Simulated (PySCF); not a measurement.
**Which basis set comes closest?**

Molecule: SMILES C=CF, C2H3F.

Structure with atom numbers: `[CH2:1]=[CH:2][F:3]`. Hydrogens are named by the atom that carries them. Ha(C1) is cis to F3; Hb(C1) is trans to F3.

Geometry PBE0-D3(BJ)/def2-SVP throughout; GIAO in PySCF 2.14.0 with density-fitted response routines, gas phase, one conformer, non-relativistic; equivalent atoms averaged; functional PBE0.

Reference values (CCSD(T)/13s9p4d3f + vibration and temperature (MP2); gas, 300 K; M. E. Harding, PhD thesis, Mainz 2008 (Harding, Lenhart, Auer, Gauss, JCP 2008, 128, 244111)): σ(F3) = 313.9 ppm.

Problem. How do the basis sets STO-3G, 6-31G, pcSseg-0, 6-31G*, def2-SVP, cc-pVDZ, pcSseg-1, aug-cc-pVDZ, 6-311+G(2d,p), def2-TZVP, cc-pVTZ, IGLO-III, pcSseg-2, pcSseg-3 perform against the reference? Times are CPU seconds on shared hosts with different chips, so compare them loosely.

Solution. 
```
    basis set  functions     F3  abs. error F  core-s
       STO-3G         18  319.0           5.1    0.98
        6-31G         33  284.7          29.2     1.8
     pcSseg-0         33  274.7          39.2     1.4
       6-31G*         48  295.3          18.6     2.2
     def2-SVP         57  295.9          18.0     2.5
      cc-pVDZ         57  290.0          23.9     2.4
     pcSseg-1         66  276.6          37.3     3.3
  aug-cc-pVDZ         96  300.9          13.0     4.3
6-311+G(2d,p)         99  288.7          25.2     4.4
    def2-TZVP        111  286.2          27.7       5
      cc-pVTZ        132  284.0          29.9     5.6
     IGLO-III        135  285.9          28.0     5.4
     pcSseg-2        150  284.3          29.6     4.7
     pcSseg-3        315  284.9          29.0      27
```

For ¹⁹F the closest is STO-3G (5.1 ppm) and the furthest pcSseg-0 (39.2 ppm). Where a smaller basis beats a larger one, errors probably cancel; the largest sets show where the functional converges. One molecule is a small sample, and the reference may use another geometry.

A small basis that lands close on one nucleus may do so by chance; judge by the trend and by all nuclei.
